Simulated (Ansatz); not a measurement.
# B2: the cost of one run

Program: Ansatz 0.2.0, Gaussian basis. Level of theory: the settings change from run to run. These are calculated values, not measurements.

16 further runs of the same task are left out: 13 that didn't finish, 3 set aside as unsound or not needed. Runs told in other sessions of the task aren't counted.

## (1) What is computed

The geometry derives from a PBE0/def2-TZVP stationary point (not a proven minimum). One bond is set to the value named and the two fragments are kept rigid.

2 atoms, charge 1, spin multiplicity 2.

Atoms are counted from 1 here; the program's logs count them from 0.

No contacts short enough for the rule that draws bonds.

## (2) CCSD(T) on UHF/cc-pVTZ

in.yaml

```yaml
crystal:
  periodic: [false, false, false]
  atoms:
    - {symbol: B, position_ang: [0.000000, 0.000000, 0.000000]}
    - {symbol: B, position_ang: [0.000000, 0.000000, 5.909000]}
basis:
  gaussian: {orbitals: cc-pVTZ}
total_charge: 1
magnetization: {spin_polarized: true, initial_magnetization: 1}
correlation: {method: ccsd_t, electrons: valence}
scf: {lower_state_search: light}
output: {forces: true}
```

Command:

```
$ ansatz run in.yaml --threads 1 --pin off --events-out ev --progress --plain --max-ram 2393MiB
```

Q: Estimate wall time and peak memory on 1 thread of Arm Neoverse V1, shared host.

About 19 s, with a peak of 0.28 GiB.
